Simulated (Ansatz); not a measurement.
Consider the cleavage of the B–P bond: `PBS` + H–F → `FBS` + PH₃.

Computed with Ansatz on PBE0-D4/def2-TZVP structures; ΔE is electronic, products minus reactants. CCSD(T)/CBS adds triple-zeta CCSD(T) − MP2 to the extrapolated MP2 energy (def2 sets, frozen cores). This one scheme is used for every species. Functionals use def2-TZVPP. HSE06 is defined as in plane-wave codes. Each species was taken in one conformer, which may not be the lowest.

CCSD(T)/CBS gives -102.1 kJ/mol.

(1) Another level gave -103.6 kJ/mol. Which?
A. HSE06/def2-TZVPP
B. ωB97M-V/def2-TZVPP
C. BHLYP/def2-TZVPP
D. HSE06-D4/def2-TZVPP

Largest T1 diagnostic among the species: 0.016.

Answers

(1) A. HSE06 -103.6, ωB97M-V -114.9, BHLYP -124.7, HSE06-D4 -99.4 kJ/mol.

From BLYP to BHLYP (50 % exact exchange), in def2-TZVPP and without D4, ΔE moves by −3.4 kJ/mol. Leaving LDA and LC-ωPBE aside and taking each functional with its dispersion term where it has one, the values, not all of them listed here, spread over 26.2 kJ/mol, from CAM-B3LYP-D4 to revPBE-D4. The D4 term adds +8.2 kJ/mol with B3LYP and +4.4 kJ/mol with PBE0; it sums over pairs of atoms, weighted by their polarisabilities, and B3LYP, whose exchange is more repulsive, gets the larger term.

B3LYP here is the variant with VWN-RPA as its local correlation; programs differ in this.
